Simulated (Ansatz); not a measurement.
Rock-salt TiC was calculated with LDA (PAW; Ansatz, a quantum-chemistry and plane-wave program).

Run with plane-wave cutoff 520 eV, 16×16×16 k mesh, Fermi–Dirac smearing 0.1 eV, perturbation theory, no spin polarisation, scalar-relativistic PAW data made under PBE.

Computed at the level's own relaxed cell.

Question: Estimate the TO(Γ) frequency that the calculation returns.

Answer: 
- TO(Γ) frequency: 553 cm⁻¹

Cost on a shared machine: around 10 core-minutes (rough).
